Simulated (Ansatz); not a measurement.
`N=CCS` + H₂O → `N=CCO` + H₂S  (formal hydrolysis of a C–S bond)

Program: Ansatz. Geometries: PBE0-D4/def2-TZVP. ΔE: electronic, gas phase. CCSD(T)/CBS adds triple-zeta CCSD(T) − MP2 to the extrapolated MP2 energy (def2 sets, frozen cores). This one scheme is used for every species. Functionals use def2-TZVPP. B3LYP here is the variant with VWN-RPA as its local correlation; programs differ in this. Each species was taken in one conformer, which may not be the lowest.

```json
{"level": "B3LYP-D4", "ΔE (kJ/mol)": "17.8"}
{"level": "ωB97M-V", "ΔE (kJ/mol)": "17.5"}
{"level": "PBE-QIDH", "ΔE (kJ/mol)": "20.1"}
{"level": "CCSD/def2-TZVPP", "ΔE (kJ/mol)": "19.2"}
```

What does CCSD(T)/CBS give? (Estimate.)

The calculation gave: +26.4 kJ/mol. The listed levels differ from it by -8.6, -8.9, -6.3, -7.2 kJ/mol.

Largest T1 diagnostic among the species: 0.012.

At CCSD(T), def2-SVP lies −23.4 kJ/mol from the extrapolated value and def2-TZVPP −5.7 kJ/mol. In def2-TZVPP, CCSD(T) changes the Hartree–Fock value by +8.9 kJ/mol (the triples alone add +1.5 kJ/mol) and MP2 by +16.5 kJ/mol.
